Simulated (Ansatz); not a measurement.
Molecule (SMILES): P (PH3).
Atoms: P1, H2, H3, H4. Bonds: P1-H2, P1-H3, P1-H4.

Basis-set convergence of the optimised P1-H2 bond length at HF with Ansatz (a program for electronic structure). Cartesian d functions, on some or all atoms, in 6-31G*, 6-31+G*, 6-31G**, 6-311G**, 6-311+G**; all else is spherical. The program fits the integrals of some runs and decomposes those of others, by size. No added dispersion term, no relativity. Reference: the value in aug-cc-pV(Q+d)Z, 1.4042 Å, itself unsure by roughly 0.0002 Å (its mean distance from def2-QZVPPD, pcseg-3, def2-QZVPP). Deviations are taken from unrounded values.

| basis | functions | optimised P1-H2 bond length (Å) | minus reference (Å) |
|---|---|---|---|
| STO-3G | 12 | 1.3798 | -0.0244 |
| 3-21G | 19 | 1.4227 | 0.0185 |
| 6-31G | 19 | 1.4262 | 0.0220 |
| def2-SV(P) | 24 | 1.4144 | 0.0102 |
| 6-31G* | 25 | 1.4030 | -0.0013 |
| 6-31+G* | 29 | 1.4028 | -0.0014 |
| def2-SVP | 33 | 1.4128 | 0.0085 |
| 6-31G** | 34 | 1.4050 | 0.0008 |
| 6-311G** | 45 | 1.4080 | 0.0037 |
| 6-311+G** | 49 | 1.4077 | 0.0035 |
| def2-TZVP | 55 | 1.4056 | 0.0014 |
| 6-311++G(2d,2p) | 65 | 1.4038 | -0.0004 |
| def2-TZVPP | 84 | 1.4053 | 0.0010 |
| 6-311++G(3df,3pd) | 101 | 1.4043 | 0.0001 |
| def2-QZVPP | 160 | 1.4042 | 0.0000 |

The smallest set listed that lies within 0.005 Å of the reference with all its larger relatives (same family, alike in diffuse functions; a set with none counts only in the reference's own line) is 6-31G* (25 functions, -0.0013 Å off).
